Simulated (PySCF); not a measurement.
## How methods differ on the ionisation energy of N

N [He] 2s2 2p3 (4S) → N+ [He] 2s2 2p2 (3P), as a difference of total energies. All numbers are calculated (PySCF 2.14, no relativity, point nucleus, in def2-QZVPPD (8s4p4d2f1g, 63 functions)). Correlated levels: valence and next inner shell: nothing frozen. The calculations carry no spin-orbit coupling.

```json
{"method": "UHF", "ionisation energy (eV)": "13.895", "plus first-order spin-orbit estimate": "13.884", "error of that sum (eV)": "-0.650"}
{"method": "MP2 (valence and next inner shell)", "ionisation energy (eV)": "14.630", "plus first-order spin-orbit estimate": "14.618", "error of that sum (eV)": "+0.084"}
{"method": "SCS-MP2 (valence and next inner shell)", "ionisation energy (eV)": "14.361", "plus first-order spin-orbit estimate": "14.349", "error of that sum (eV)": "-0.185"}
{"method": "CCSD (valence and next inner shell)", "ionisation energy (eV)": "14.489", "plus first-order spin-orbit estimate": "14.477", "error of that sum (eV)": "-0.057"}
{"method": "CCSD(T) (valence and next inner shell)", "ionisation energy (eV)": "14.515", "plus first-order spin-orbit estimate": "14.503", "error of that sum (eV)": "-0.031"}
```

Reference: 14.534 eV (measured; NIST Atomic Spectra Database, ionization energies).

A first-order spin-orbit estimate (lowest level to lowest level, LS coupling) adds -0.012 eV.

Errors of the correlated levels include the incompleteness of this basis.
